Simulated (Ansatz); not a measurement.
# SiS (singlet): geometry optimisation

Where does this start of SiS (singlet) end when it is relaxed?

Program: Ansatz 0.2.0, Gaussian basis. Level of theory: RKS PBE0/def2-TZVP. These are calculated values, not measurements.

## 1. The system as given

2 atoms, charge 0, spin multiplicity 1.

Atoms are counted from 1 here; the program's logs count them from 0.

Bond lengths: Si1–S2 2.009 Å.

Geometry (Å):

| atom | x (Å) | y (Å) | z (Å) |
| --- | --- | --- | --- |
| Si1 | 0.00000 | 0.00000 | 0.00000 |
| S2 | 0.00000 | 0.00000 | 2.00880 |

The start is set by covalent radii. Sticks and bond lists go by distance. 

## 2. Relaxation

Contents of in.yaml:

```yaml
crystal:
  periodic: [false, false, false]
  atoms:
    - {symbol: Si, position_ang: [0.000000, 0.000000, 0.000000]}
    - {symbol: S, position_ang: [0.000000, 0.000000, 2.008800]}
basis:
  gaussian: {orbitals: def2-TZVP}
hamiltonian: {xc: pbe0}
relax: {f_tol: 0.004, max_steps: 80}
```

The run is started by

```
> ansatz run in.yaml --threads 1 --pin off --events-out ev --progress --plain --max-ram 2176MiB
```

**Question.** What will these runs give? Wanted: energy gained; shift from the start; total energy; dipole moment.

As calculated:

```
                  quantity           value
                     steps               4
             energy gained        0.089 eV
shift from the start (rms)         0.039 Å
              total energy  -18706.4929 eV
             dipole moment          1.73 D
```

What this shows: The bonds of the start are those of the end. Si1–S2 went from 2.009 to 1.930 Å. No vibrations were run, so this is a stationary point, not a proven minimum, and this spin need not be the ground state's.
